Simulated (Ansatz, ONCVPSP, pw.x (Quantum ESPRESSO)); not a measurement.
**Equation-of-state test of one ONCV potential (tantalum (Ta))**

| Quantity | Value |
| --- | --- |
| Element | Ta (Z = 73) |
| Generator | ONCVPSP 4.0.1 |
| Type | optimised norm-conserving Vanderbilt (ONCV) |
| Functional | LDA (Perdew-Wang 92) |
| Relativity | scalar-relativistic |
| Frozen core | [Kr] 4d10 4f14 |
| Valence charge | 13 |
| Reference configuration | 5s2 5p6 5d3 6s1.5 6p0.5 |
| Partial waves | 5s+6s: rc 2.10 bohr, ncon 4, nbas 7, qcut 7.2 1/bohr, 2 projectors; 5p+6p: rc 2.05 bohr, ncon 4, nbas 9, qcut 7.1 1/bohr, 2 projectors; 5d: rc 2.15 bohr, ncon 4, nbas 8, qcut 7.4 1/bohr, 2 projectors, debl 1.4 Ha |
| Local potential | polynomial inside 1.30 bohr (lpopt 1, dvloc0 0 Ha) |
| Core correction | Teter function, fcfact 4.25, rcfact 1.6 |

Crystal test: fcc Ta in pw.x 7.5, no spin, 14³ k-points, Fermi–Dirac smearing 0.01 Ry, cutoffs 50/200 Ry. The reference is all-electron LAPW (Ansatz 0.2.0) with the same functional, mesh and smearing; V0 and B0 come from Birch–Murnaghan fits to the pressures at five volumes. Errors are pseudo minus all-electron; Δ is the rms difference of the E(V) curves that follow from these fits, minima aligned, over ±6 % about the mean V0. Mesh and smearing are coarse, so the numbers serve the comparison and aren't converged zero-temperature values; the lattice is a test structure that the element need not adopt.

| V (Å³/atom) | P all-electron (GPa) | P pseudo (GPa) |
| --- | --- | --- |
| 16.944 | 10.56 | 6.61 |
| 17.390 | 4.48 | 0.89 |
| 17.836 | -0.93 | -4.20 |
| 18.282 | -5.75 | -8.73 |
| 18.728 | -10.03 | -12.77 |

All-electron: a0 = 4.141 Å (V0 = 17.76 Å³/atom), B0 = 207.3 GPa.

Pseudopotential: mean pressure error (GPa): -3.30; a0 (Å): 4.119; a0 error (%): -0.55; B0 error (%): -0.1; Δ (meV/atom): 13.2. This is a poor potential for the solid. Atomic configuration tests: 1 of 4 tests not solved or not reliable.

Q: At the middle volume, how do free energy and pressure move when the wave cutoff is lowered (ecutrho kept at four times it)?

A:

```
cutoff (Ry)  shift of F (meV/atom)  shift of P (GPa)
         22                 +791.3            -29.72
         30                  +81.7             -4.00
         40                   +3.4             -0.29
```

Input at the middle volume:

```
&control
  calculation='scf', prefix='x', pseudo_dir='./', outdir='./tmp', tstress=.true., disk_io='low'
/
&system
  ibrav=0, nat=1, ntyp=1, ecutwfc=50, ecutrho=200, nbnd=14,
  occupations='smearing', smearing='fd', degauss=0.01
/
&electrons
  conv_thr=1e-09, mixing_beta=0.4, electron_maxstep=70
/
ATOMIC_SPECIES
Ta 1.0 Ta.UPF
CELL_PARAMETERS angstrom
  0.00000000 2.07374725 2.07374725
  2.07374725 0.00000000 2.07374725
  2.07374725 2.07374725 0.00000000
ATOMIC_POSITIONS crystal
Ta 0.0000 0.0000 0.0000
K_POINTS automatic
14 14 14 0 0 0
```

```bash
pw.x < Ta.scf.in > Ta.scf.out
```

Lines of the output:

```
Message from routine setup:
     using ibrav=0 with symmetry is DISCOURAGED, use correct ibrav instead
     lattice parameter (alat)  =       5.5420  a.u.
     unit-cell volume          =     120.3633 (a.u.)^3
     number of electrons       =        13.00
     number of Kohn-Sham states=           14
     kinetic-energy cutoff     =      50.0000  Ry
     charge density cutoff     =     200.0000  Ry
     scf convergence threshold =      1.0E-09
     Exchange-correlation= SLA  PW   NOGX NOGC
     number of k points=   104  Fermi-Dirac smearing, width (Ry)=  0.0100
     iteration #  1     ecut=    50.00 Ry     beta= 0.40
     total energy              =    -134.78373266 Ry
     estimated scf accuracy    <       0.04061324 Ry
     iteration #  2     ecut=    50.00 Ry     beta= 0.40
     total energy              =    -134.78326206 Ry
     estimated scf accuracy    <       0.00631178 Ry
     iteration #  3     ecut=    50.00 Ry     beta= 0.40
     total energy              =    -134.78408668 Ry
     estimated scf accuracy    <       0.00024392 Ry
     iteration #  4     ecut=    50.00 Ry     beta= 0.40
     total energy              =    -134.78410532 Ry
     estimated scf accuracy    <       0.00000407 Ry
     iteration #  5     ecut=    50.00 Ry     beta= 0.40
     total energy              =    -134.78410644 Ry
     estimated scf accuracy    <       0.00000022 Ry
     iteration #  6     ecut=    50.00 Ry     beta= 0.40
     the Fermi energy is    18.5347 ev
!    total energy              =    -134.78410645 Ry
     estimated scf accuracy    <          1.0E-09 Ry
     smearing contrib. (-TS)   =      -0.00546966 Ry
     The total energy is F=E-TS. E is the sum of the following terms:
     one-electron contribution =     -16.91915094 Ry
     hartree contribution      =      15.23295335 Ry
     xc contribution           =     -34.23068907 Ry
     ewald contribution        =     -98.86175015 Ry
     convergence has been achieved in   6 iterations
          total   stress  (Ry/bohr**3)                   (kbar)     P=      -41.95
```

The run at the middle volume (104 k-points, 6 iterations) took about 5.5 s on one core of a shared host (Intel(R) Xeon(R) 6975P-C, 192 threads, 378 GiB, load 71).
